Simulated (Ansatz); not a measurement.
Ideal-gas functions of `[C-]#C` at 800 K and 1 bar, from an Ansatz frequency run at PBE0-D4/def2-TZVPD.

Molar mass 25.03 g/mol, point group C∞v (symmetry number 1), electronic degeneracy 1, moments of inertia 11.974 u Å². Harmonic wavenumbers (cm⁻¹, unscaled): 552, 552, 1916, 3380.

Use S(trans) = R[1.5 ln M + 2.5 ln T − 1.1517]; rotational temperatures θ = 24.2544 K / I; S(rot) = R[ln(T/σθ) + 1]; for each mode x = 1.438777 ν̃/T, S = R[x/(eˣ − 1) − ln(1 − e⁻ˣ)] and H = RT x/(eˣ − 1); 1 cm⁻¹ = 0.0119627 kJ/mol; R = 8.31446 J/(mol·K).

Question: By hand: the entropy, in J/(mol·K).

Answer: Translation 169.5. Rotation: θ = 2.0256 K, giving 58.0. Vibration, mode by mode: 8.71, 8.71, 1.21, 0.14, in all 18.8. Electronic 0.0. Sum 246.3 J/(mol·K).

Question: By hand: H − E and G − E in kJ/mol, counted from the electronic energy.

Answer: Zero-point energy ½ × 6400 × 0.0119627 = 38.3; thermal vibration 8.6; translation, rotation and pV give 3.5 RT = 23.3. H − E = 70.2 kJ/mol, and G − E = 70.2 − 800 × 246.3/1000 = -126.8 kJ/mol.

Vibration gives 8 % of the entropy.
